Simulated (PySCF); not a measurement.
Species: difluorophosphane, F2HP.
SMILES with atom numbers: `[F:1][PH:2][F:3]` (hydrogens: H4 on P2)

Geometry (PBE0-D3(BJ)/def2-SVP, Å), atoms numbered from 1 in this order:
```xyz
4
F2HP angstrom
F      1.2602   -0.5430    0.2998
P     -0.1290   -0.3153   -0.4801
F     -1.1277   -0.2425    0.7801
H      0.0214    1.1116   -0.6239
```

Method used: core-valence-separated Tamm–Dancoff BHandHLYP/aug-pcX-1 (pcseg-1 on H, def2-SVPD on P) in PySCF, non-relativistic, gas phase, PBE0-D3(BJ)/def2-SVP geometry. No empirical shift is added; at this level the pattern usually sits a few eV under experiment.

The lowest roots of each edge with f over 0.003 (five at most, numbered afresh; weaker and dark ones are left out), with transition dipoles (au) in the frame of the coordinates:

```
root  edge  E (eV)       f       μx       μy       μz
   1     F  684.56  0.0220  -0.0205   0.0024   0.0297
   2     F  684.57  0.0254  -0.0254   0.0035  -0.0293
   3     F  685.61  0.0152   0.0291  -0.0077  -0.0004
   4     F  685.61  0.0092   0.0073   0.0119  -0.0187
   5     F  687.64  0.0103  -0.0222  -0.0030   0.0107
```

Task: Molecules are fixed in this frame and the field points along (0, 1, 1)/√2. What effective strengths 3 f cos²θ do the roots have (θ between field and μ)?

Result: root 1 (F1/F3): 0.026, root 2 (F1/F3): 0.017, root 3 (F1/F3): 0.002, root 4 (F1/F3): 0.001, root 5 (F1/F3): 0.001. Root 1 is the strongest. Averaged over all orientations cos²θ is 1/3, which gives f back. For degenerate partners only the sum has meaning, as the program may mix them freely.

